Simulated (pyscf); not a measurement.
This saddle point was located with ωB97X-D3(BJ)/def2-SVP in PySCF.

```xyz
9

C     -0.5274     0.0916    -0.4008
F      1.4128     0.2923    -0.2906
H      1.2799     0.2778     0.8820
H     -0.6531     1.0282    -0.9410
H     -0.4577    -0.8502    -0.9419
F      0.8053     0.2281     1.8704
C     -0.9236     0.0501     0.9427
F     -1.2306    -1.0685     1.5208
F     -1.4540     1.0818     1.5205
```
Charge 0, spin multiplicity 2.

Surface: doublet, charge 0. Lowest wavenumbers (cm⁻¹): 663i, 77, 265, 267, 417.

Task: Name the species on either side of this saddle.

Result: `[F][CH2][C]([F])[F]` [doublet] + `[FH]` ⇌ `[CH2][C]([F])([F])[F]` [doublet] + `[FH]`, a concerted two-bond exchange read from left to right: C–F, F–H broken and F–H, C–F formed. At ωB97M-D3(BJ)/def2-TZVP it lies +15.0 kcal/mol from the left side and +29.9 kcal/mol from the right (each side as separated species at their lowest minima found). On the reactant side the descent ends in a complex, 5.1 kcal/mol under the separated species and 22.9 kcal/mol under the saddle at ωB97X-D3(BJ)/def2-TZVP. At ωB97X-D3(BJ)/def2-TZVP the barrier from the zero used here is 17.9 kcal/mol. This is the saddle that the search found; another between the same sides may lie lower.
